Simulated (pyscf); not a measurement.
# Routes from H₃C–CH₂–C•=NH (SMILES CC[C]=N)

Candidate steps break at most two bonds and form at most two. Each was searched with GFN2-xTB (tblite) first. PySCF, gas phase, ωB97X-D3(BJ)/def2-SVP geometries. Energies: ωB97M-D3(BJ)/def2-TZVP, eV, from the reactant's lowest minimum found, doublet surface; ΔG‡ with ideal gas, 1 atm, RRHO with modes under 100 cm⁻¹ raised to 100, one conformer, R ln 2 for chiral ones without a mode under 150 cm⁻¹.

| products | type | ΔE‡ | ΔE | ΔG‡ 298 K | ΔG‡ 900 K | ν‡ (cm⁻¹) |
|---|---|---|---|---|---|---|
| H₃C–CH₂–C≡N + H• | bond scission | 1.30 | +0.93 | 1.04 | 0.95 | 1230i |
| H₂C=C=NH + CH₃• | bond scission | 1.86 | +1.50 | 1.63 | 1.49 | 523i |

Row 1: On the reactant side the descent ends in a point that may be a rotor saddle (no frequency run), 0.18 eV over the lowest minimum found and 1.18 eV under the saddle at ωB97X-D3(BJ)/def2-TZVP. Row 2: On the reactant side the descent ends in a point that may be a rotor saddle (no frequency run), 0.18 eV over the lowest minimum found and 1.77 eV under the saddle at ωB97X-D3(BJ)/def2-TZVP. 

Plain bond fissions and candidates not yet searched are not listed, and one of them may be faster. Each barrier is that of the saddle found; lower ones may exist.
